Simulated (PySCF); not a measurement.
# methallyl alcohol (SMILES C(C(=C)C)O)

Geometry (Å), atoms numbered from 1 in this order:
```xyz
13

C     0.3645    0.8720    0.3964
C     0.1035   -0.3661   -0.0111
C    -1.1114   -1.1281    0.4085
C     1.0491   -1.0831   -0.9310
O     1.5347   -2.2929   -0.3783
H     1.2594    1.3944    0.0745
H    -0.3097    1.4091    1.0547
H    -1.7190   -0.5595    1.1130
H    -0.8303   -2.0785    0.8685
H    -1.7281   -1.3755   -0.4620
H     0.5299   -1.3738   -1.8495
H     1.8732   -0.4149   -1.2107
H     2.0060   -2.0736    0.4305
```

Method: PySCF, quadratic response CAM-B3LYP/def2-TZVPD first hyperpolarisability, Taylor convention, gas phase. Geometry: PBE0-D3(BJ)/def2-TZVP.

**Question.** What is the first hyperpolarisability, and how does it disperse?

**Answer.** In au, Taylor convention; the vector part is βᵢ = ⅓ Σⱼ (βᵢⱼⱼ + βⱼᵢⱼ + βⱼⱼᵢ); β∥ is 3/5 of the vector part along the dipole, the dipole points from − to +:
| process | λ (nm) | β vector norm | β∥ | β HRS | depolarisation ratio |
| --- | --- | --- | --- | --- | --- |
| static β(0;0,0) | ∞ | 91.8 | -46.4 | 35.8 | 6.31 |
| second harmonic β(−2ω;ω,ω) | 1907 | 95.1 | -47.8 | 37.1 | 6.27 |
| Pockels β(−ω;ω,0) | 1907 | 92.9 | -46.9 | – | – |
| second harmonic β(−2ω;ω,ω) | 1064 | 103.4 | -51.4 | 40.4 | 6.19 |
| Pockels β(−ω;ω,0) | 1064 | 95.4 | -47.9 | – | – |

**Question.** Which lowest excitations, dipole and polarisabilities go with it?

**Answer.** S1 6.68 eV (f = 0.053); S2 6.88 eV (f = 0.008); S3 7.13 eV (f = 0.331); dipole 1.30 D; isotropic α 56.5 au static, 56.7 au at 1907 nm, 57.0 au at 1064 nm, 57.1 au at 953.5 nm, 58.6 au at 532 nm.
